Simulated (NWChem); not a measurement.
## Ionisation of methylamine (CH5N)

```
C
H 1 1.1017
H 1 1.1017 2 106.33
H 1 1.1109 2 107.02 3 114.13
N 1 1.4464 2 109.84 3 -118.80
H 5 1.0177 1 110.59 2 -63.08
H 5 1.0177 6 106.10 1 119.97
```
Charge 0, spin multiplicity 1.

The numbers come from NWChem runs, not from measurements. The geometry was optimised at PBE0/def2-SVP, a minimum by its harmonic frequencies.

Basis set: def2-TZVP. −ε marks an orbital energy of the parent.

B3LYP has NWChem's definition, with VWN1-RPA local correlation.

Task: For the first vertical ionisation energy, −ε(HOMO) of HF gives 10.60 eV and −ε(HOMO) of BP86 gives 5.41 eV. What do −ε(HOMO) of BHandHLYP, −ε(HOMO) of B3LYP, −ε(HOMO) of PBE give?

Result: −ε(HOMO) of BHandHLYP: 8.28 eV; −ε(HOMO) of B3LYP: 6.58 eV; −ε(HOMO) of PBE: 5.29 eV.
